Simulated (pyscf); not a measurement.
# 1,1-elimination: `[NH2][GaH2]` -> `[NH3]` + `[GaH]` [singlet]

Gas phase, singlet surface, charge 0. Bonds broken: N1–Ga2, Ga2–H5. Bonds formed: N1–H5. Single points on ωB97X-D3(BJ)/def2-SVP structures (PySCF, gas phase). MP2 and CC: frozen core, UHF for open shells. ΔMP2 is the change of the MP2 total energy from the triple- to the quadruple-zeta basis.

Transition state (Å):

```xyz
6

N     -0.3325     0.3658     0.0031
Ga     1.6346     0.0770     0.1416
H     -0.6344     1.3160    -0.2113
H     -1.1528    -0.2035     0.2398
H      0.6377     0.4146    -1.1391
H      1.9146    -1.0907     1.1793
```

One imaginary mode, 1545i cm⁻¹; descent along it reached the two sides named, in the forms told below.

| bond | change | reactant side (Å) | saddle | product side |
|---|---|---|---|---|
| N1–Ga2 | breaks | 1.811 | 1.993 | 2.397 |
| Ga2–H5 | breaks | 1.562 | 1.658 | 2.9 |
| N1–H5 | forms | 2.9 | 1.499 | 1.021 |

Electronic energies relative to the reactant's lowest minimum found (kcal/mol):

| level | barrier | reaction energy | reverse barrier |
|---|---|---|---|
| ωB97X-D3(BJ)/def2-TZVP | 69.2 | +32.4 | 36.8 |
| PBE/def2-TZVP | 54.9 | +27.1 | 27.8 |
| r²SCAN/def2-TZVP | 60.5 | +33.2 | 27.3 |
| B3LYP-D3(BJ)/def2-TZVP | 61.3 | +25.3 | 36.0 |
| PBE0-D3(BJ)/def2-TZVP | 62.2 | +29.6 | 32.6 |
| M06-2X/def2-TZVP | 65.9 | +29.9 | 36.0 |
| ωB97M-D3(BJ)/def2-TZVP | 65.6 | +26.6 | 39.0 |
| HF/def2-TZVP | 83.1 | +24.1 | 59.0 |
| MP2/def2-QZVPP | 66.1 | +34.3 | 31.8 |
| CCSD/def2-TZVPP | 69.0 | +29.4 | 39.6 |
| CCSD(T)/def2-TZVPP | 65.4 | +30.6 | 34.9 |
| CCSD(T)/def2-TZVPP + ΔMP2(QZVPP) | 64.9 | +30.1 | 34.8 |

With CCSD(T)/def2-TZVPP + ΔMP2(QZVPP) energies and thermal terms (ideal gas, 1 atm, RRHO with modes under 100 cm⁻¹ raised to 100, one conformer, R ln 2 for rigid chiral ones), in kcal/mol:

```tsv
T (K)	ΔH‡	ΔG‡	ΔH	ΔG
298	63.3	62.6	+30.9	+21.6
600	62.8	62.1	+30.3	+12.4
900	62.3	61.9	+29.2	+3.7
1200	61.8	61.8	+28.1	-4.6
```

On the product side the descent ends in a bound adduct, 13.7 kcal/mol under the separated species and 50.5 kcal/mol under the saddle at ωB97X-D3(BJ)/def2-TZVP. One saddle was located; it need not be the lowest between these sides. The CCSD(T) − MP2 part came from Ansatz, without density fitting, on the same reference. The frozen core leaves the outer d or s,p core shells of the metals and heavy elements correlated in the MP2 and CC values, and def2-TZVPP describes them poorly, which can shift differences by a few kcal/mol. Elements up to Kr have no core potential and no relativistic terms here.
